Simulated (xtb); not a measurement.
Na2, SMILES [Na][Na]. All values are semi-empirical tight-binding results from xtb (GFN2-xTB unless named), good for trends rather than for accurate numbers. Geometry: GFN2-xTB.

For metal compounds this method's bond lengths and energies can be far off.

```yaml
point_group_as_xtb_finds_it: D∞h
orbital_gap: 2.41 eV
```
